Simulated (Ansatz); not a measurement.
# AlH₃O₂ (built from SMILES [OH][AlH][OH]): single points off equilibrium

Aim: energy, forces and dipole at a displaced guess of a reacting structure, from CCSD(T) and from density functionals.

Computed with Ansatz 0.2.0, Gaussian basis. Level: single points in def2-TZVPP.

Correlated methods freeze the cores.

## 1. Where the work starts

6 atoms, charge 0, spin multiplicity 1.

Atoms are counted from 1 here; the program's logs count them from 0.

Bond lengths: Al1–O3 1.578 Å, Al1–H4 1.719 Å, Al1–O5 1.671 Å, O5–H6 0.920 Å. Angles: O3–Al1–H4 45.1°, O3–Al1–O5 162.6°, H4–Al1–O5 152.3°, Al1–O5–H6 170.2°.

As a file:

```xyz
6
AlH3O2
Al    0.2163    0.2004    0.2254
H    -0.0600   -1.5707   -0.7675
O     1.4716   -0.6484    0.6661
H     0.8103   -1.3693   -0.1463
O    -0.9026    1.4320    0.0764
H    -1.5910    2.0143   -0.1065
```

## 2. CCSD(T)/def2-TZVPP

Input file run/in.yaml:

```yaml
crystal:
  periodic: [false, false, false]
  atoms:
    - {symbol: Al, position_ang: [0.216300, 0.200400, 0.225400]}
    - {symbol: H, position_ang: [-0.060000, -1.570700, -0.767500]}
    - {symbol: O, position_ang: [1.471600, -0.648400, 0.666100]}
    - {symbol: H, position_ang: [0.810300, -1.369300, -0.146300]}
    - {symbol: O, position_ang: [-0.902600, 1.432000, 0.076400]}
    - {symbol: H, position_ang: [-1.591000, 2.014300, -0.106500]}
basis:
  gaussian: {orbitals: def2-TZVPP}
correlation: {method: ccsd_t}
output: {forces: true}
```

No record of the launch command was kept for these runs.

## 3. PBE0-D4/def2-TZVPP

run/in.yaml, as its differences from that of step 2:

```diff
@@ -11,3 +11,3 @@
   gaussian: {orbitals: def2-TZVPP}
-correlation: {method: ccsd_t}
-output: {forces: true}
+hamiltonian: {xc: pbe0, dispersion: d4}
+output: {forces: true, orbitals: {seedname: orbitals}}
```

## 4. wB97M-V/def2-TZVPP

run/in.yaml, as its differences from that of step 3:

```diff
@@ -11,3 +11,3 @@
   gaussian: {orbitals: def2-TZVPP}
-hamiltonian: {xc: pbe0, dispersion: d4}
-output: {forces: true, orbitals: {seedname: orbitals}}
+hamiltonian: {xc: {name: wB97M-V}}
+output: {forces: true}
```

## 5. r2SCAN-D4/def2-TZVPP

run/in.yaml, as its differences from that of step 4:

```diff
@@ -11,3 +11,3 @@
   gaussian: {orbitals: def2-TZVPP}
-hamiltonian: {xc: {name: wB97M-V}}
+hamiltonian: {xc: r2scan, dispersion: d4}
 output: {forces: true}
```

## 6. PBE-D4/def2-TZVPP

run/in.yaml, as its differences from that of step 5:

```diff
@@ -11,3 +11,3 @@
   gaussian: {orbitals: def2-TZVPP}
-hamiltonian: {xc: r2scan, dispersion: d4}
+hamiltonian: {xc: pbe, dispersion: d4}
 output: {forces: true}
```

## 7. B97M-V/def2-TZVPP

run/in.yaml, as its differences from that of step 6:

```diff
@@ -11,3 +11,3 @@
   gaussian: {orbitals: def2-TZVPP}
-hamiltonian: {xc: pbe, dispersion: d4}
+hamiltonian: {xc: {name: B97M-V}}
 output: {forces: true}
```

## 8. HSE06-D4/def2-TZVPP

run/in.yaml, as its differences from that of step 7:

```diff
@@ -11,3 +11,3 @@
   gaussian: {orbitals: def2-TZVPP}
-hamiltonian: {xc: {name: B97M-V}}
+hamiltonian: {xc: hse06, dispersion: d4}
 output: {forces: true}
```

(Steps that only read results are left out.)

Before running it: what results should come out? Wanted: energy less free atoms, CCSD(T)/def2-TZVPP; RMS force component; RMS force error; HOMO and LUMO, PBE0-D4; T1 diagnostic.

The runs gave:

| quantity | value |
| --- | --- |
| energy less free atoms, CCSD(T)/def2-TZVPP | -1801.9 kJ/mol |
| RMS force component | 1.423 to 1.568 eV/Å over the methods |
| RMS force error | PBE0-D4 0.144, wB97M-V 0.156, r2SCAN-D4 0.112, PBE-D4 0.189, B97M-V 0.171, HSE06-D4 0.140 eV/Å |
| HOMO and LUMO, PBE0-D4 | -7.40 and -1.41 eV |
| T1 diagnostic | 0.017 |

In words: Against CCSD(T) the functionals' energies less atoms differ by -96.5 to -15.5 kJ/mol, PBE-D4 by -96.5 kJ/mol. The reference is not at the basis limit: in triple zeta CCSD(T) underbinds, which counts against methods that bind more; the gaps are no ranking. For forces r2SCAN-D4 does best and PBE-D4 worst. Frozen-core CCSD(T) forces in triple zeta carry basis errors of their own, and this is one geometry, so small gaps rank nothing.
